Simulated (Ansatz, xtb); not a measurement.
**Ligand exchange: CH3Cl + SiH2(SiH3)Cl → SiH3Cl + SiH2(CH3)Cl**

Species: CH3Cl (chloromethane) `CCl`, singlet; SiH2(SiH3)Cl, singlet; SiH3Cl (chlorosilane) `[SiH3]Cl`, singlet; SiH2(CH3)Cl ((chlorosilyl)methane), singlet. The partners trade CH3 for SiH3: Cl–CH3 and Si–SiH3 bonds give way to Cl–SiH3 and Si–CH3.

Shapes, held fixed at every level: PBE0-D4/def2-TZVP. Programs: Ansatz 0.2.0, xtb 6.7.1. The zero-point and thermal change to 298 K, harmonic and unscaled (PBE0-D4/def2-TZVP), is -0.4 kJ/mol.

(1) Estimate ΔH(298 K) of this reaction.

Results:

(1) The highest level, CCSD(T)/CBS estimate, gives ΔH(298 K) = -169.1 kJ/mol; the levels span -187.6 to -165.2. The column of differences is taken from that level and isn't an error. No measured value is set beside it here. The CBS estimate extrapolates MP2 from def2-TZVPP and def2-QZVPP and adds CCSD(T) − MP2 in the triple-zeta set, cores frozen.

| level | kind | ΔH(298 K) (kJ/mol) | less CCSD(T)/CBS estimate |
| --- | --- | --- | --- |
| GFN0-xTB | semi-empirical | -187.6 | -18.5 |
| r2SCAN-D4/def2-TZVPP | meta-GGA | -167.1 | +2.0 |
| BHLYP-D4/def2-TZVPP | global hybrid | -171.0 | -1.9 |
| wB97M-V/def2-TZVPP | range-separated hybrid | -173.9 | -4.8 |
| B2PLYP/def2-TZVPP | double hybrid | -169.9 | -0.8 |
| MP2/def2-SVP | perturbation theory | -175.5 | -6.4 |
| MP2/def2-TZVPP | perturbation theory | -180.3 | -11.2 |
| CCSD/def2-SVP | coupled cluster or CI | -165.2 | +3.9 |
| CCSD(T)/CBS estimate | coupled cluster or CI | -169.1 | 0.0 |
